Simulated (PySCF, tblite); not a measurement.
# C5H6F radical: geometry, infrared bands and EPR parameters

Wanted: the infrared bands and EPR parameters of C5H6F radical (`CC1=C(F)C[CH]1`), by calculation.

Computed with tblite 0.8.0 and PySCF 2.14.0, with density-fitted response routines of our own, on a single molecule in the gas phase. Atoms count from 0, in the outputs and in this text.

### Step 1. Starting geometry

12 atoms, charge 0, multiplicity 2; geometry from: force field or distance geometry start.

Bonds of the start (Å): C0–C1 1.55, C1–C2 1.34, C2–F3 1.36, C2–C4 1.53, C4–C5 1.44, C5–C1 1.52, C0–H6 1.10, C0–H7 1.10, C0–H8 1.09, C4–H9 1.10, C4–H10 1.09, C5–H11 1.08.

### Step 2. Optimising the geometry with GFN2-xTB

What the job is given:

```
{"job": {"kind": "relax", "xc": "GFN2-xTB", "basis": "xTB"}, "charge": 0, "multiplicity": 2}
C      1.841200     0.049100    -0.480400
C      0.337100     0.029900    -0.101200
C     -0.603000     0.953800     0.130800
F     -0.616000     2.309100     0.077900
C     -1.688400    -0.084000     0.446300
C     -0.665100    -1.072500     0.200200
H      1.967100     0.546500    -1.451300
H      2.418900     0.601700     0.275100
H      2.234300    -0.968100    -0.549700
H     -2.530300    -0.135700    -0.257700
H     -2.081500    -0.082900     1.459400
H     -0.613100    -2.147400     0.224600
```

The run is started by

```console
OMP_NUM_THREADS=1 python probes_run.py task.json out
```

This one command runs all jobs of the session in turn.

**Question.** This job is followed by: GFN2-xTB harmonic vibrations, gas phase; UKS B3LYP, pcH-1 on C F H, non-relativistic, mean-field spin-orbit, GIAO. What will the session give for the following? strongest single infrared mode (GFN2-xTB); zero-point energy (GFN2-xTB); g(iso) (B3LYP); ⟨S²⟩; largest a(iso) (averaged by class); potential on the surface of density 0.002 e/bohr³, 1st and 99th percentile.

The runs gave:

```
                                                                  quantity                  value
                                 strongest single infrared mode (GFN2-xTB)  1369 cm⁻¹, 134 km/mol
                                              zero-point energy (GFN2-xTB)          57.4 kcal/mol
                                                            g(iso) (B3LYP)                2.00316
                                                                      ⟨S²⟩     0.776 (exact 0.75)
                                        largest a(iso) (averaged by class)   19F on F3, 107.9 MHz
potential on the surface of density 0.002 e/bohr³, 1st and 99th percentile     -0.73 V and 0.85 V
```

In words: Relaxing lowered the energy by 0.443 eV in 26 steps; the close pair that moved most is C1–C5, from 1.520 to 1.394 Å. All 30 modes are real, so the xTB geometry is a minimum. The strongest single mode, at 1369 cm⁻¹, is carried by C2, C1, C5. GFN2-xTB is a fitted tight-binding method: band positions and strengths are rough. Its intensities can rank the bands wrongly. The largest spin populations lie on C5 (0.72 e), C2 (0.58 e). The isotropic g lies 0.8 ppt above the free-electron value. The conformer search found further structures of the same energy, which may be mirror or relabelled copies of this one.
